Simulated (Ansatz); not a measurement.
Saddle point of Si2H7, doublet (SiH₃ + SiH₄ → SiH₃ + SiH₄; bonds formed: H1–Si3; bonds broken: H1–Si2), PBE0-D4/def2-TZVP structure:

```
9
angstrom
H -0.0006 0.0005 -0.0001
Si 0.1625 0.6610 1.6375
Si -0.1627 -0.6609 -1.6376
H -0.4290 2.0256 1.6624
H 1.6075 0.7198 1.9855
H -0.5593 -0.2303 2.5847
H 0.8261 -1.7591 -1.8074
H 0.1010 0.4256 -2.6187
H -1.5455 -1.1825 -1.8062
```

Energies are electronic, without zero-point energy. Barriers and step energies count from the start structure reached by relaxing down the imaginary mode; all methods use the PBE0-D4 structures, on which another method's saddle can fall below an end. Program: Ansatz 0.2.0. Basis: def2-TZVPP, with def2-QZVPP for the basis limit. Cores are frozen in the correlated methods; orbitals are unrestricted. B3LYP uses VWN-RPA correlation. Extrapolation: Hartree–Fock as exp(−7.88 √X), correlation as X^−2.97.

```csv
method,barrier (kJ/mol),step energy (kJ/mol)
SPW92,-5.8,0.0
PBE-D4,12.5,0.0
BLYP-D4,?,0.0
r2SCAN-D4,25.5,0.0
B97M-V,16.8,0.0
PBE0-D4,24.5,0.0
B3LYP-D4,?,0.0
r2SCAN0-D4,33.1,0.0
BHLYP-D4,42.4,0.0
CAM-B3LYP-D4,37.4,0.0
wB97X-V,?,0.0
wB97M-V,38.2,0.0
B2PLYP,41.6,0.0
PBE-QIDH,41.4,0.0
RPA on PBE,50.4,0.0
HF,89.6,0.0
MP2,54.1,0.0
CCSD,53.4,0.0
CCSD(T),48.1,0.0
```

**Question.** Fill in the withheld barriers. (An estimate is asked for; the value comes from the calculation.)

**Answer.** The calculation gives: B3LYP-D4 28.7; wB97X-V 37.3; BLYP-D4 20.1 kJ/mol. Each is the energy of the saddle less that of the start structure, by the same method.

For comparison, the barrier by CCSD(T) at an estimated basis limit (MP2 extrapolated from triple and quadruple zeta, plus CCSD(T) − MP2 in triple zeta) is 44.8 kJ/mol.

The T1 diagnostic stays at or below 0.016. ⟨S²⟩ of the unrestricted Hartree–Fock references: 0.75 to 0.78 (a pure state has 0.75). The start structure is not quite a true minimum (one mode of 57i cm⁻¹). The end structure is not quite a true minimum (one mode of 57i cm⁻¹).

Radical steps of this kind take place in plasma deposition and etching.

For scale, one of the runs: CCSD(T)/def2-TZVPP, 182 basis functions, launched by `ansatz run in.yaml --threads 2 --pin off --events-out ev --progress --plain --max-ram 4352MiB`. The run took 55 s on 2 CPU threads of an Arm Neoverse V2 (shared host), with 3.8 GiB of host memory at its peak.
